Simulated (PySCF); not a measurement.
Molecule: `InChI=1S/C2H4F2/c1-2(3)4/h2H,1H3`.

Molfile (atoms numbered from 1):
```
C2H4F2
     RDKit          3D

  8  7  0  0  0  0  0  0  0  0999 V2000
   -0.7569   -0.1980    0.0173 C   0  0  0  0  0  0  0  0  0  0  0  0
    0.6969    0.1711    0.0548 C   0  0  0  0  0  0  0  0  0  0  0  0
    1.4116   -0.6634   -0.7363 F   0  0  0  0  0  0  0  0  0  0  0  0
    0.8715    1.4288   -0.4164 F   0  0  0  0  0  0  0  0  0  0  0  0
   -1.1146   -0.1529   -1.0212 H   0  0  0  0  0  0  0  0  0  0  0  0
   -0.9011   -1.2165    0.4025 H   0  0  0  0  0  0  0  0  0  0  0  0
   -1.3410    0.5025    0.6293 H   0  0  0  0  0  0  0  0  0  0  0  0
    1.1329    0.1273    1.0696 H   0  0  0  0  0  0  0  0  0  0  0  0
  1  2  1  0
  2  3  1  0
  2  4  1  0
  1  5  1  0
  1  6  1  0
  1  7  1  0
  2  8  1  0
M  END
```

Geometry PBE0-D3(BJ)/def2-SVP throughout; GIAO in PySCF, gas phase, one conformer, non-relativistic; equivalent atoms averaged; functional PBE0.

For orientation, pcSseg-1 gives these absolute shieldings σ: C2 67.0, C1 161.9, F3/F4 303.0, H8 25.43, H5/H6/H7 29.84 ppm.

A run gave: C2 67.7, C1 164.8, F3/F4 302.1, H8 25.59, H5/H6/H7 30.15 ppm (absolute shieldings σ).

Problem. Which basis set was used in that run?
A. 6-311+G(2d,p)
B. def2-TZVP
C. aug-cc-pVDZ
D. cc-pVDZ

Solution. B. C2 tells them apart best: def2-TZVP gives 67.7, cc-pVDZ gives 84.0, aug-cc-pVDZ gives 82.6, 6-311+G(2d,p) gives 70.5 ppm.
